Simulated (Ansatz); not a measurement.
Geometry optimisation, Ansatz, RKS PBE0/cc-pVDZ.

input.yaml

```yaml
crystal:
  periodic: [false, false, false]
  atoms:
    - { symbol: C, position_ang: [-0.4939, 0.7804, -0.342] }
    - { symbol: C, position_ang: [0.3707, 0.0897, 0.2896] }
    - { symbol: C, position_ang: [0.3698, -1.3254, 0.2085] }
    - { symbol: "N", position_ang: [0.5034, -2.4744, 0.1661] }
    - { symbol: H, position_ang: [-0.65271, -1.11452, -0.10471] }
    - { symbol: H, position_ang: [-0.5374, 1.9244, -0.2831] }
    - { symbol: H, position_ang: [1.1625, 0.5764, 0.898] }
basis:
  gaussian: { orbitals: cc-pVDZ }
hamiltonian:
  xc: pbe0
relax:
  f_tol: 0.02
  max_steps: 50
```

Run as:

```bash
$ ansatz run input.yaml --threads 1 --pin off --max-ram 2048MiB --backend cpu --events-out ev --progress --plain --runs-dir out
```

Q: Where does it end, and by what steps?

A: It converged. After 13 steps the energy has fallen by 6.552 eV; H5 moved furthest, 1.41 Å. Parted: C3–H5. Joined: C1–H5.

| step | energy less start (eV) | largest force component (eV/Å) | accepted |
| --- | --- | --- | --- |
| 0 | 0.0000 | 6.331 | yes |
| 1 | -1.5053 | 3.122 | yes |
| 2 | -2.7613 | 3.565 | yes |
| 3 | -4.1125 | 4.375 | yes |
| 4 | -5.3066 | 2.586 | yes |
| 5 | -6.0134 | 1.569 | yes |
| 6 | -6.3131 | 1.018 | yes |
| 7 | -6.4094 | 0.662 | yes |
| 8 | -6.4964 | 0.541 | yes |
| 9 | -6.5355 | 0.401 | yes |
| 10 | -6.5406 | 0.436 | yes |
| 11 | -6.5447 | 0.535 | yes |
| 12 | -6.5515 | 0.096 | yes |
| 13 | -6.5517 | 0.016 | yes |

```xyz
7
Properties=species:S:1:pos:R:3
C -0.541 0.530 -0.255
C 0.488 -0.059 0.364
C 0.652 -1.477 0.416
N 0.803 -2.629 0.469
H -1.314 -0.054 -0.757
H -0.628 1.617 -0.271
H 1.262 0.529 0.866
```

Whether the end is a true minimum wasn't checked by a vibrational analysis.

The run took 23 s on 1 thread of Arm Neoverse V2 (shared host), peak memory 0.12 GiB.
